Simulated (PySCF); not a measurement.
N2, SMILES N#N (connectivity only; charge and spin as stated), charge +1, multiplicity 2.

Coordinates come from a B3LYP-D3(BJ)/def2-TZVPD optimisation.

Two levels are set side by side: PBE/def2-TZVPD (PySCF) and M06-2X/def2-TZVPD (PySCF). Same geometry, gas phase. Differences are taken from unrounded values.

```
quantity                     M06-2X   PBE  PBE minus M06-2X
---------------------------  ------  ----  ----------------
α-spin orbital gap (eV)       15.80  9.57             -6.24
β-spin orbital gap (eV)        7.07  1.86             -5.21
mean polarisability (bohr³)    14.6  12.0              -2.6
```

Rough cost on one machine, each run with all the roots and properties that it gave: M06-2X against PBE about 3 times.
